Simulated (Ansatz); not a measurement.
Molecule: NO$_{2}$ (charge 0, doublet). It need not be the lowest isomer of its formula. 
Structure (B3LYP-D3(BJ)/def2-TZVP (Ansatz, a program for electronic structure) minimum search):
```xyz
3

N      0.0007    -0.0065     0.3208
O      0.0274     1.0999    -0.1182
O     -0.0281    -1.0942    -0.1625
```
Charge 0, spin multiplicity 2.

Basis-set convergence of Hartree-Fock and CCSD correlation energies (hartree) with Ansatz. Cores are frozen in the correlated levels unless marked. Open shells are spin-unrestricted. No spin-orbit coupling. Non-relativistic.

```csv
basis,functions,E(HF),"E(corr, CCSD)"
cc-pVDZ,42,-204.04908,-0.53112
cc-pVTZ,90,-204.11090,-0.65354
cc-pVQZ,165,-204.12679,-0.69672
```

Extrapolating the two largest sets (X = 3 and 4) as X^-3: E(corr) = (64·(-0.69672) - 27·(-0.65354))/37 = -0.7282 Eh, an estimate of the basis-set limit. The largest set recovers 95.7 % of it, the smallest 72.9 %.
